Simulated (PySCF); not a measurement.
Computed with PySCF and rigid-rotor harmonic-oscillator thermochemistry at 1 bar. 'Table' is the NASA 1993 thermochemical table (part measured, part estimated). Open shells (unrestricted): CN (multiplicity 2). The harmonic model lacks anharmonicity and excited electronic states, which grow with temperature; levels with a mode under 35 cm⁻¹ are left out. The table's entry may be an old estimate for CN (not checked at source).

Harmonic frequencies at PBE0/def2-TZVP (cm⁻¹): 2184. Point group C∞v; S°(298 K) = 202.4 J/mol/K at this level.

Task: Work out Cp and S° of gaseous CN at 500, 800, 1200, 1600, 2000 K from these, and set them beside the table.

Result: 
```json
[
 {"T (K)": "500", "Cp PBE0/def2-TZVP": "29.7", "Cp table": "30.0", "S° PBE0/def2-TZVP": "217.6", "S° table": "217.9"},
 {"T (K)": "800", "Cp PBE0/def2-TZVP": "31.7", "Cp table": "32.2", "S° PBE0/def2-TZVP": "232.0", "S° table": "232.4"},
 {"T (K)": "1200", "Cp PBE0/def2-TZVP": "33.9", "Cp table": "34.2", "S° PBE0/def2-TZVP": "245.3", "S° table": "245.9"},
 {"T (K)": "1600", "Cp PBE0/def2-TZVP": "35.2", "Cp table": "35.9", "S° PBE0/def2-TZVP": "255.2", "S° table": "256.0"},
 {"T (K)": "2000", "Cp PBE0/def2-TZVP": "35.9", "Cp table": "37.8", "S° PBE0/def2-TZVP": "263.2", "S° table": "264.2"}
]
```
Units J/mol/K.
